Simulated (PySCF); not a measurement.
## HPO: one-bond stretch

These are results of PySCF, PBE0, basis P def2-TZVP, O def2-TZVP, H def2-TZVP (no relativity, density fitting), not measurements.

Rigid scan from the singlet minimum (P–H 1.468 Å, P–O 1.478 Å; H–P–O 104.3°). Coordinate: the bond from P to the last atom (H) scaled, the rest fixed. Energies in kJ/mol from the minimum.

Task: Predict the curve at 0.92, 0.96, 1.00, 1.05, 1.12, 1.20, 1.35, 1.55, 1.80, 2.20.

Result: 
| scale of one bond | E (kJ/mol) | dipole size (D) |
| --- | --- | --- |
| 0.92 | 13.1 | 2.44 |
| 0.96 | 3.0 | 2.38 |
| 1.00 | 0.0 | 2.32 |
| 1.05 | 3.7 | 2.25 |
| 1.12 | 18.4 | 2.17 |
| 1.20 | 43.2 | 2.11 |
| 1.35 | 99.6 | 2.11 |
| 1.55 | 176.1 | – |
| 1.80 | 258.9 | – |
| 2.20 | 354.7 | – |

At long bonds a restricted determinant can lie too high, and another spin state can fall below this curve.

The scan took 4.7 s on 2 threads of a shared Arm Neoverse V1 host; the process peaked at 0.7 GiB.
